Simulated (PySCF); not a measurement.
C₆H₆, charge +1, multiplicity 2. Atoms are numbered in the order given.

```xyz
12

C      0.0000     0.0000    -1.3868
C      0.0000     1.2506    -0.6874
C      0.0000     1.2506     0.6874
C      0.0000     0.0000     1.3868
C      0.0000    -1.2506     0.6874
C      0.0000    -1.2506    -0.6874
H      0.0000     0.0000    -2.4822
H      0.0000     2.1849    -1.2553
H      0.0000     2.1849     1.2553
H      0.0000     0.0000     2.4822
H      0.0000    -2.1849     1.2553
H      0.0000    -2.1849    -1.2553
```
Charge +1, spin multiplicity 2.

Geometry: r2SCAN-D4/def2-SVP. The multiplicity is an assumed one; no other spin state was optimised.

Level of theory: PySCF with ωB97X/def2-TZVP.

ESP charges are fitted to the potential on shells at 1.4 to 2.0 van der Waals radii. Atomic charges (e):

```tsv
atom	ESP fit	meta-Löwdin	Mulliken spin
C1	0.14	0.09	0.43
C2	-0.09	-0.05	0.04
C3	-0.09	-0.05	0.04
C4	0.14	0.09	0.43
C5	-0.09	-0.05	0.04
C6	-0.09	-0.05	0.04
H7	0.17	0.18	-0.01
H8	0.19	0.17	0.00
H9	0.19	0.17	0.00
H10	0.17	0.18	-0.01
H11	0.19	0.17	0.00
H12	0.19	0.17	0.00
```

Computed Mayer and Wiberg (Löwdin basis) orders of the bonds:
| bond | Mayer | Wiberg |
|---|---|---|
| C1–C2 | 1.23 | 1.41 |
| C2–C3 | 1.60 | 1.72 |
| C3–C4 | 1.23 | 1.41 |
| C4–C5 | 1.23 | 1.41 |
| C1–C6 | 1.23 | 1.41 |
| C5–C6 | 1.60 | 1.72 |
| C1–H7 | 0.93 | 0.83 |
| C2–H8 | 0.94 | 0.82 |
| C3–H9 | 0.94 | 0.82 |
| C4–H10 | 0.93 | 0.83 |
| C5–H11 | 0.94 | 0.82 |
| C6–H12 | 0.94 | 0.82 |
